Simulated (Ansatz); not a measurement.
Ansatz (a program for electronic structure) input (B3LYP/LANL2DZ): The .json file is the Basis Set Exchange's LANL2DZ.

Ansatz 0.2 input:
```yaml
crystal:
  periodic: [false, false, false]
  atoms:
    - {symbol: O, position_ang: [-0.00000000, -0.00000000, -0.71416636]}
    - {symbol: F, position_ang: [0.00000000, 0.00000000, 0.63481454]}
basis:
  gaussian:
    orbitals: LANL2DZ.json
hamiltonian:
  xc: {name: B3LYP}
magnetization: {spin_polarized: true, initial_magnetization: 1}
relax: {f_tol: 0.003, max_steps: 120}
```

From the last part of the output:

```
Functional definition: B3LYP
integrals: 0.00 GiB planned
249 factors; integrals over basis functions are off by at most 7.2e-5 eV
mean field: 0.06 GiB planned
mean field evaluation 1: about -4758.5034 eV, gradient 1.0e1 eV
mean field evaluation 2: about -4757.4922 eV, gradient 2.1e1 eV
mean field evaluation 4: about -4759.0750 eV, gradient 8.6e-1 eV
mean field evaluation 8: about -4759.1033 eV, gradient 2.0e-2 eV
mean field -4759.10335277 eV, -174.8938223782 hartree, gradient 3.0e-5 eV, S^2 0.752408; 0 other end points of the search recorded, 0 dependent functions left out
the calculation of the forces begins
reference -4759.10344039 eV, -174.8938255983 hartree; 9, 8 occupied and 9, 10 virtual orbitals, 249 factors
relax step   1: F+E_penalty+E_count = -4759.10335277 eV  Δ(F+E_penalty+E_count) = +0.000e0 eV  max|allowed force component| = 2.998e0 eV/Å  Δτ_max = 0.0000 Å  (28 SCF iters, accepted)
these checks for a lower state are left out or cut short: starts, cluster_reference, orbital_swaps, neighbouring_geometries, increment
integrals: 0.00 GiB planned
249 factors; integrals over basis functions are off by at most 7.2e-5 eV
mean field: 0.06 GiB planned
mean field evaluation 16: about -4759.1455 eV, gradient 1.8e0 eV
mean field -4759.18847976 eV, -174.8969507372 hartree, gradient 2.1e-5 eV, S^2 0.752827; 0 other end points of the search recorded, 0 dependent functions left out
the calculation of the forces begins
reference -4759.18856799 eV, -174.8969539796 hartree; 9, 8 occupied and 9, 10 virtual orbitals, 249 factors
relax step   2: F+E_penalty+E_count = -4759.18847976 eV  Δ(F+E_penalty+E_count) = -8.513e-2 eV  max|allowed force component| = 1.119e0 eV/Å  Δτ_max = 0.0211 Å  (34 SCF iters, accepted)
these checks for a lower state are left out or cut short: starts, cluster_reference, orbital_swaps, neighbouring_geometries, increment
integrals: 0.00 GiB planned
249 factors; integrals over basis functions are off by at most 7.2e-5 eV
mean field: 0.06 GiB planned
mean field -4759.20491520 eV, -174.8975547287 hartree, gradient 1.5e-5 eV, S^2 0.753259; 0 other end points of the search recorded, 0 dependent functions left out
the calculation of the forces begins
reference -4759.20500383 eV, -174.8975579856 hartree; 9, 8 occupied and 9, 10 virtual orbitals, 249 factors
relax step   3: F+E_penalty+E_count = -4759.20491520 eV  Δ(F+E_penalty+E_count) = -1.644e-2 eV  max|allowed force component| = 1.407e-1 eV/Å  Δτ_max = 0.0133 Å  (36 SCF iters, accepted)
these checks for a lower state are left out or cut short: starts, cluster_reference, orbital_swaps, neighbouring_geometries, increment
integrals: 0.00 GiB planned
249 factors; integrals over basis functions are off by at most 7.2e-5 eV
mean field: 0.06 GiB planned
mean field evaluation 32: about -4759.1834 eV, gradient 1.6e-1 eV
mean field -4759.20519190 eV, -174.8975648973 hartree, gradient 1.6e-5 eV, S^2 0.753365; 0 other end points of the search recorded, 0 dependent functions left out
the calculation of the forces begins
reference -4759.20528061 eV, -174.8975681571 hartree; 9, 8 occupied and 9, 10 virtual orbitals, 249 factors
relax step   4: F+E_penalty+E_count = -4759.20519190 eV  Δ(F+E_penalty+E_count) = -2.767e-4 eV  max|allowed force component| = 3.358e-2 eV/Å  Δτ_max = 0.0026 Å  (30 SCF iters, accepted)
these checks for a lower state are left out or cut short: starts, cluster_reference, orbital_swaps, neighbouring_geometries, increment
integrals: 0.00 GiB planned
249 factors; integrals over basis functions are off by at most 7.2e-5 eV
mean field: 0.06 GiB planned
mean field -4759.20520898 eV, -174.8975655247 hartree, gradient 5.3e-5 eV, S^2 0.753343; 0 other end points of the search recorded, 0 dependent functions left out
the calculation of the forces begins
reference -4759.20529767 eV, -174.8975687840 hartree; 9, 8 occupied and 9, 10 virtual orbitals, 249 factors
relax step   5: F+E_penalty+E_count = -4759.20520898 eV  Δ(F+E_penalty+E_count) = -1.707e-5 eV  max|allowed force component| = 1.290e-4 eV/Å  Δτ_max = 0.0005 Å  (26 SCF iters, accepted)
integrals: 0.00 GiB planned
249 factors; integrals over basis functions are off by at most 7.2e-5 eV
mean field: 0.06 GiB planned
mean field -4759.20520898 eV, -174.8975655247 hartree, gradient 5.3e-5 eV, S^2 0.753343; 1 other end points of the search recorded, 0 dependent functions left out
the calculation of the forces begins
reference -4759.20529767 eV, -174.8975687840 hartree; 9, 8 occupied and 9, 10 virtual orbitals, 249 factors
Total energy: -4759.20529767 eV, -174.8975687840 hartree
Atom 0 at     0.000000     0.000000    -0.750636 Å, force     0.000000     0.000000     0.000129 eV/Å
Atom 1 at    -0.000000    -0.000000     0.671284 Å, force    -0.000000    -0.000000    -0.000129 eV/Å
Dipole moment:    -0.000000     0.000000    -0.055761 e Å
```
